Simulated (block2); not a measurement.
# DMRG/STO-3G run of BH2O (SMILES [BH]O), part 2 of 2

block2 0.5.4.

## (3) The quartet: a single-point energy at DMRG/STO-3G

The input, prepare.py:

```python
from pyscf import ao2mo, cc, dft, gto, mcscf, mp, scf
from pyscf.tools import fcidump

mol = gto.M(atom="""
B     -0.01152733    -0.91746203     0.73378065
O      0.22620022     1.02895587    -0.84773114
H     -2.01104654    -1.95095325     1.02101903
H      1.90125345     1.72569790    -0.94542998
""", basis="sto-3g", unit="bohr", spin=3, verbose=3)
print("nao                     : %d" % (mol.nao))
mf = scf.ROHF(mol)
mf.conv_tol = 1e-10
mf.max_cycle = 200
mf.kernel()
if not mf.converged:
    mf = mf.newton().run(mf.mo_coeff, mf.mo_occ)
print(f"SCF energy              : {mf.e_tot:.10f}")
ref = scf.UHF(mol).run(mf.make_rdm1(), conv_tol=1e-10)
pt = mp.MP2(ref, frozen=2).run()
mycc = cc.CCSD(ref, frozen=2)
mycc.max_cycle = 150
mycc.kernel()
print("MP2 total energy        : %.10f" % (pt.e_tot))
if mycc.converged:
    print("E(CCSD)                 : %.10f" % (mycc.e_tot))
    print(f"E(CCSD(T))              : {mycc.e_tot + mycc.ccsd_t():.10f}")
ks = dft.UKS(mol, xc="tpss").set(conv_tol=1e-9, verbose=3).run(mf.make_rdm1())
if ks.converged:
    print("E(TPSS)                 : %.8f" % (ks.e_tot))
ks = dft.UKS(mol, xc="blyp").set(conv_tol=1e-9, verbose=3).run(mf.make_rdm1())
if ks.converged:
    print(f"E(BLYP)                 : {ks.e_tot:.8f}")
ks = dft.UKS(mol, xc="pbe0").set(conv_tol=1e-9, verbose=3).run(mf.make_rdm1())
if ks.converged:
    print("E(PBE0)                 : %.8f" % (ks.e_tot))
occ_no, mo = mcscf.addons.make_natural_orbitals(mp.MP2(mf.to_uhf(), frozen=2).run())
mf.mo_coeff = mo
cas = mcscf.CASCI(mf, 10, 11)
h1, ecore = cas.get_h1eff()
fcidump.from_integrals("FCIDUMP", h1, cas.get_h2eff(), 10, 11, nuc=ecore, ms=3)
ci = mcscf.CASCI(mf, 10, (7, 4))
ci.fix_spin_(ss=3.75)
ci.fcisolver.conv_tol = 1e-10
ci.fcisolver.max_cycle = 200
ci.kernel()
print(f"exact diagonalisation   : {ci.e_tot:.10f}")
```

The input, dmrg.conf:

```
sym c1
orbitals FCIDUMP
nelec 11
spin 3
irrep 1
occ 2 2 2 2 1 1 1 0 0 0
cbias 0.1
schedule
0 50 1E-07 1E-04
2 75 1E-07 1E-04
5 100 1E-07 1E-05
9 100 1E-08 0.0
end
maxiter 15
sweep_tol 1E-06
fiedler
mem 1g
num_thrds 1
prefix ./tmp
outputlevel 1
onepdm
```

Launch:

```bash
$ python prepare.py && block2main dmrg.conf
```

The program printed:

```text
$ python prepare.py
nao                     : 12
converged SCF energy = -98.9789857544775
SCF energy              : -98.9789857545
converged SCF energy = -98.9816274610189  <S^2> = 3.7573996  2S+1 = 4.0036981
E(UMP2) = -99.0374282409839  E_corr = -0.0558007799649623
E(SCS-UMP2) = -99.0393816840157  E_corr = -0.0577542229967144
E(UCCSD) = -99.0528301282819  E_corr = -0.07120266726294994
MP2 total energy        : -99.0374282410
E(CCSD)                 : -99.0528301283
UCCSD(T) correction = -0.00116357223258036
E(CCSD(T))              : -99.0539937005

WARN: HOMO 0.0821808068509943 >= LUMO -0.158497114150895

WARN: HOMO 0.0817210740692275 >= LUMO -0.147957448490286

WARN: HOMO 0.073058524993068 >= LUMO -0.196292436956026

WARN: HOMO 0.0819893887210701 >= LUMO -0.20194128241191

WARN: HOMO 0.0825187413608401 >= LUMO -0.197845166885355

WARN: HOMO 0.0825261705485384 >= LUMO -0.197448496471723

WARN: HOMO 0.0813767396264458 >= LUMO -0.196843852449101

WARN: HOMO 0.0813135407278908 >= LUMO -0.196107204367477

WARN: HOMO 0.0813345334844604 >= LUMO -0.196056211146581

WARN: HOMO 0.0768182999552062 >= LUMO -0.206920642480998

WARN: HOMO 0.0833122525258863 >= LUMO -0.200565931728252

WARN: HOMO 0.0785966910557842 >= LUMO -0.209340537365556

WARN: HOMO 0.0789938802865766 >= LUMO -0.209433167431417

WARN: HOMO 0.0789698950436596 >= LUMO -0.212694558841138

WARN: HOMO 0.0790630117172272 >= LUMO -0.21314496075358

WARN: HOMO 0.0783655332544076 >= LUMO -0.212737039531338

WARN: HOMO 0.0782995016935463 >= LUMO -0.214009633488043

WARN: HOMO 0.0785065290144785 >= LUMO -0.212559010839404

WARN: HOMO 0.0980156633232442 >= LUMO -0.107857990110905

WARN: HOMO 0.0809929846718117 >= LUMO -0.13878794361004

WARN: HOMO 0.0796890028356299 >= LUMO -0.214078010014377

WARN: HOMO 0.0797544589679861 >= LUMO -0.206619795231446

WARN: HOMO 0.0790353426038901 >= LUMO -0.208724418949231

WARN: HOMO 0.0797054644951792 >= LUMO -0.209356919027481

WARN: HOMO 0.0794173739664412 >= LUMO -0.210268274594974

WARN: HOMO 0.0795970792216322 >= LUMO -0.208297726026979

WARN: HOMO 0.0788959843106779 >= LUMO -0.216203420315082

WARN: HOMO 0.0740853257480074 >= LUMO -0.164241053684031

WARN: HOMO 0.0727665905912659 >= LUMO -0.181897823603029

WARN: HOMO 0.0831490995719878 >= LUMO -0.189269357650503

WARN: HOMO 0.0829858909785467 >= LUMO -0.185815281373097

WARN: HOMO 0.0829629656893786 >= LUMO -0.187889449290259

WARN: HOMO 0.0823038362194813 >= LUMO -0.188056863454988

WARN: HOMO 0.082049619202228 >= LUMO -0.188747343549581

WARN: HOMO 0.0815880423388186 >= LUMO -0.189742287762303

WARN: HOMO 0.0826360357216508 >= LUMO -0.188024571558973

WARN: HOMO 0.0735888858902892 >= LUMO -0.200798808132906

WARN: HOMO 0.0751614507091221 >= LUMO -0.219257406435323

WARN: HOMO 0.0834687470375239 >= LUMO -0.189810377237234

WARN: HOMO 0.0832442709438566 >= LUMO -0.189255941114055

WARN: HOMO 0.0833494220210307 >= LUMO -0.189933943941673

WARN: HOMO 0.0831478336148744 >= LUMO -0.189932358067525

WARN: HOMO 0.0830324683656318 >= LUMO -0.19162180779395

WARN: HOMO 0.0828749134932302 >= LUMO -0.191158383380943

WARN: HOMO 0.0832427584835865 >= LUMO -0.189953911985571

WARN: HOMO 0.0773915865371198 >= LUMO -0.204398356350608

WARN: HOMO 0.100443520653965 >= LUMO -0.104032464928373

WARN: HOMO 0.0785689391211665 >= LUMO -0.143523217685378

WARN: HOMO 0.0789169352385538 >= LUMO -0.206426424051199

WARN: HOMO 0.0790631603765414 >= LUMO -0.207833364743622

SCF not converged.
SCF energy = -99.3932520267634 after 50 cycles  <S^2> = 3.7511713  2S+1 = 4.0005856

WARN: HOMO 0.0965191848208287 >= LUMO -0.148013967811239

WARN: HOMO 0.0820391330980415 >= LUMO -0.130120906143351

WARN: HOMO 0.0520946284001436 >= LUMO -0.218331466865432

WARN: HOMO 0.093729814624754 >= LUMO -0.199197986090828

WARN: HOMO 0.098233795516545 >= LUMO -0.197817703319908

WARN: HOMO 0.0970676969564946 >= LUMO -0.184828127074404

WARN: HOMO 0.0967824898299215 >= LUMO -0.182253855276341

WARN: HOMO 0.0979410269162868 >= LUMO -0.17098129874436

WARN: HOMO 0.098194519433918 >= LUMO -0.172177309844537

WARN: HOMO 0.0938234175996539 >= LUMO -0.195788093448804

WARN: HOMO 0.0936162660342489 >= LUMO -0.196177702317833

WARN: HOMO 0.0932055057620078 >= LUMO -0.197275028234508

WARN: HOMO 0.09323580661567 >= LUMO -0.192350222058364

WARN: HOMO 0.114650602047226 >= LUMO -0.103262114022029

WARN: HOMO 0.0982050856314502 >= LUMO -0.142676731791156

WARN: HOMO 0.097538538562538 >= LUMO -0.182596589193912

WARN: HOMO 0.0980467163133282 >= LUMO -0.179862438254866

WARN: HOMO 0.098003399086469 >= LUMO -0.180109200029295

WARN: HOMO 0.0969819741711697 >= LUMO -0.179613197710439

WARN: HOMO 0.0965678827402032 >= LUMO -0.182625213837846

WARN: HOMO 0.0962235632463882 >= LUMO -0.179014471423453

WARN: HOMO 0.0962694491677389 >= LUMO -0.187776479206407

WARN: HOMO 0.0900681237168673 >= LUMO -0.178136244391661

WARN: HOMO 0.0926715396994515 >= LUMO -0.199953971715256

WARN: HOMO 0.0953210756928204 >= LUMO -0.196597056208239

WARN: HOMO 0.094813822450657 >= LUMO -0.182145427282655

WARN: HOMO 0.0950553393760792 >= LUMO -0.181080883139592

WARN: HOMO 0.0950215085894895 >= LUMO -0.18211808646108

WARN: HOMO 0.0940021303508413 >= LUMO -0.184560433474709

WARN: HOMO 0.0946952457623936 >= LUMO -0.180367874628004

WARN: HOMO 0.0932778559701214 >= LUMO -0.180780876007116

WARN: HOMO 0.0915924383183541 >= LUMO -0.198336013604807

WARN: HOMO 0.0915979046792726 >= LUMO -0.196564850305565

WARN: HOMO 0.107691813040068 >= LUMO -0.106763041912463

WARN: HOMO 0.0952056659969591 >= LUMO -0.140683647800171

WARN: HOMO 0.0979728293312739 >= LUMO -0.180239744298972

WARN: HOMO 0.094714038884767 >= LUMO -0.181980268063135

WARN: HOMO 0.0960214278694289 >= LUMO -0.179537712747179

WARN: HOMO 0.0962087906133472 >= LUMO -0.182597665964185

WARN: HOMO 0.0948711296997811 >= LUMO -0.179829302193535

WARN: HOMO 0.0944816558946215 >= LUMO -0.17862567677881

WARN: HOMO 0.0929271087234667 >= LUMO -0.192421816189452

WARN: HOMO 0.0932119567027925 >= LUMO -0.170480251268887

WARN: HOMO 0.0922593892823363 >= LUMO -0.196328182999223

WARN: HOMO 0.0981429661264492 >= LUMO -0.176731182555919

WARN: HOMO 0.0998043855666281 >= LUMO -0.176116521064042

WARN: HOMO 0.0978918124920219 >= LUMO -0.178185904302437

WARN: HOMO 0.0999129409172749 >= LUMO -0.176421398949754

WARN: HOMO 0.100084141477994 >= LUMO -0.178350814630369

WARN: HOMO 0.100154864027207 >= LUMO -0.1765585504719

SCF not converged.
SCF energy = -99.2842052112495 after 50 cycles  <S^2> = 3.7509374  2S+1 = 4.0004687

WARN: HOMO 0.0252216097700906 >= LUMO -0.199188265674371

WARN: HOMO 0.033854114404591 >= LUMO -0.207922453316949

WARN: HOMO 0.0312057961481412 >= LUMO -0.205735779677755

WARN: HOMO 0.0313044844821212 >= LUMO -0.207113196962906

WARN: HOMO 0.0309910696916377 >= LUMO -0.207518340537986

WARN: HOMO 0.0312349074985592 >= LUMO -0.207748536670457

WARN: HOMO 0.031166623017005 >= LUMO -0.207787868463051

WARN: HOMO 0.0311627503234516 >= LUMO -0.207790060395461

WARN: HOMO 0.031184224128382 >= LUMO -0.207782957805798

WARN: HOMO 0.0311698837402642 >= LUMO -0.207785062303834

WARN: HOMO 0.0311697570073241 >= LUMO -0.207782679395167

WARN: HOMO 0.0311694976430809 >= LUMO -0.207782895555611

converged SCF energy = -99.3961783944398  <S^2> = 3.7513863  2S+1 = 4.0006931
E(PBE0)                 : -99.39617839
E(UMP2) = -99.0361762059164  E_corr = -0.0571904514389824
E(SCS-UMP2) = -99.038143544509  E_corr = -0.0591577900315305
CASCI E = -99.1320066085183  E(CI) = -33.1579901857608  S^2 = 3.7500000
exact diagonalisation   : -99.1320066085

$ block2main dmrg.conf

********************************** INPUT START **********************************
sym                                                             c1
orbitals                                                   FCIDUMP
nelec                                                           11
spin                                                             3
irrep                                                            1
occ                                            2 2 2 2 1 1 1 0 0 0
cbias                                                          0.1
maxiter                                                         15
sweep_tol                                                    1E-06
fiedler
mem                                                             1g
num_thrds                                                        1
prefix                                                       ./tmp
outputlevel                                                      1
onepdm
schedule                  Sweep   0-   1 : Mmps =    50 Noise =    0.0001 DavTol =     1e-07
                          Sweep   2-   4 : Mmps =    75 Noise =    0.0001 DavTol =     1e-07
                          Sweep   5-   8 : Mmps =   100 Noise =     1e-05 DavTol =     1e-07
                          Sweep   9-  14 : Mmps =   100 Noise =         0 DavTol =     1e-08
********************************** INPUT END   **********************************

SPIN ADAPTED - REAL DOMAIN - DOUBLE PREC
qc mpo type =  QCTypes.Conventional
 UseMainStack = 0 MinDiskUsage = 1 MinMemUsage = 0 IBuf = 0 OBuf = 0
 FPCompression: prec = 1.00e-16 chunk = 1024
 IMain = 0 B / 66.8 MB DMain = 0 B / 343 MB ISeco = 0 B / 28.6 MB DSeco = 0 B / 515 MB
 OpenMP = 1 TBB = 0 BLIS = 0 MKL = GNU 2024.0.2 SeqType = Tasked AlignType = None MKLIntLen = 4
 THREADING = 2 layers : Global | Operator BatchedGEMM
 NUMBER : Global = 1 Operator = 1 Quanta = 0 MKL = 1
 COMPLEX = 1 SINGLE-PREC = 1 KSYMM = 0
using fiedler reorder =  [6 9 5 4 3 8 0 1 2 7]
read integral finished 0.005801090970635414
integral sym error =            0
MinMPOMemUsage =  False
MPS =  CCRRRRRRRR 0 2 < N=11 S=3/2 PG=0 >
GS INIT MPS BOND DIMS =       1     3    10    35    54    57    57    60    16     4     1
pre-mpo memory usage =  168 MB
build mpo start ...
build mpo finished ... Tread = 0.000 Twrite = 0.000 T = 0.004
simpl mpo start ...
simpl mpo finished ... Tread = 0.000 Twrite = 0.000 T = 0.011
GS MPO BOND DIMS =      15    22    33    48    67    48    33    22    15     1
build 1pdm mpo 0.04240299598313868
build identity mpo 0.04311468289233744
memory usage =  176 MB
para mpo finished 0.0435461918823421
env init finished 0.07061115303076804

Sweep =    0 | Direction =  forward | Bond dimension =   50 | Noise =  1.00e-04 | Dav threshold =  1.00e-07
Time elapsed =      0.496 | E =     -99.1269290015 | DW = 3.72844e-05

Sweep =    1 | Direction = backward | Bond dimension =   50 | Noise =  1.00e-04 | Dav threshold =  1.00e-07
Time elapsed =      0.710 | E =     -99.1319115465 | DE = -4.98e-03 | DW = 2.99376e-05

Sweep =    2 | Direction =  forward | Bond dimension =   75 | Noise =  1.00e-04 | Dav threshold =  1.00e-07
Time elapsed =      0.932 | E =     -99.1319766691 | DE = -6.51e-05 | DW = 6.85034e-06

Sweep =    3 | Direction = backward | Bond dimension =   75 | Noise =  1.00e-04 | Dav threshold =  1.00e-07
Time elapsed =      1.188 | E =     -99.1319945451 | DE = -1.79e-05 | DW = 8.72659e-06

Sweep =    4 | Direction =  forward | Bond dimension =   75 | Noise =  1.00e-04 | Dav threshold =  1.00e-07
Time elapsed =      1.460 | E =     -99.1319971419 | DE = -2.60e-06 | DW = 8.34336e-06

Sweep =    5 | Direction = backward | Bond dimension =  100 | Noise =  1.00e-05 | Dav threshold =  1.00e-07
Time elapsed =      1.761 | E =     -99.1319997643 | DE = -2.62e-06 | DW = 1.92164e-06

Sweep =    6 | Direction =  forward | Bond dimension =  100 | Noise =  1.00e-05 | Dav threshold =  1.00e-07
Time elapsed =      2.075 | E =     -99.1320060574 | DE = -6.29e-06 | DW = 2.92824e-06

Sweep =    7 | Direction = backward | Bond dimension =  100 | Noise =  1.00e-05 | Dav threshold =  1.00e-07
Time elapsed =      2.382 | E =     -99.1320061756 | DE = -1.18e-07 | DW = 2.25298e-06

Sweep =    8 | Direction =  forward | Bond dimension =  100 | Noise =  1.00e-05 | Dav threshold =  1.00e-07
Time elapsed =      2.691 | E =     -99.1320061782 | DE = -2.66e-09 | DW = 2.94062e-06

Sweep =    9 | Direction = backward | Bond dimension =  100 | Noise =  0.00e+00 | Dav threshold =  1.00e-08
Time elapsed =      2.993 | E =     -99.1320061776 | DE = 6.14e-10 | DW = 1.97642e-06

Final canonical form =  CRRRRRRRRR 0
DMRG Energy =  -99.132006177634025
npdm string = ['(C+D)0']

Build NPDM MPO | Nsites =    10 | Nmaxops =  2 | SymbolFree = T | Cutoff = 0.00e+00
 Site =     0 /    10 .. L =        4 R =        1 M =            0 Tmid = 0.000 T = 0.000
 Site =     1 /    10 .. L =        4 R =       19 M =           19 Tmid = 0.000 T = 0.000
 Site =     2 /    10 .. L =        4 R =       17 M =           17 Tmid = 0.000 T = 0.000
 Site =     3 /    10 .. L =        4 R =       15 M =           15 Tmid = 0.000 T = 0.000
 Site =     4 /    10 .. L =        4 R =       13 M =           13 Tmid = 0.000 T = 0.000
 Site =     5 /    10 .. L =        4 R =       11 M =           11 Tmid = 0.000 T = 0.000
 Site =     6 /    10 .. L =        4 R =        9 M =            9 Tmid = 0.000 T = 0.000
 Site =     7 /    10 .. L =        4 R =        7 M =            7 Tmid = 0.000 T = 0.000
 Site =     8 /    10 .. L =        4 R =        5 M =            5 Tmid = 0.000 T = 0.000
 Site =     9 /    10 .. L =        1 R =        4 M =            4 Tmid = 0.000 T = 0.000
Ttotal =      0.000

Expectation | Direction =  forward | BRA bond dimension =  100 | KET bond dimension =  100
Time elapsed =      0.029
NPDM Sorting | Nsites =    10 | Nmaxops =  2 | DotSite = 2 | SymbolFree = T | Compressed = T | LowMem = F | Mem = 800 B
Ttotal =      0.000

DMRG OCC =   1.993 1.003 1.972 1.974 1.953 0.997 1.007 0.028 0.035 0.038
```

Run time: 16 s. Hardware: 1 thread of Intel Xeon Platinum 8488C (Sapphire Rapids), shared host; peak memory 0.2 GiB.

## (4) What came out

The summary covers parts 1 to 2.

Level: DMRG/STO-3G, 2 core orbitals frozen.

```
                                        quantity         value
                run 1, DMRG/STO-3G: total energy  -99.42017 Eh
                           quartet: total energy  -99.13201 Eh
vertical energy of the quartet above the doublet      7.841 eV
```

In words: At this shape the quartet lies 7.84 eV (181 kcal/mol) above the doublet. In a minimal basis such a difference can be off by several eV, whatever the method.
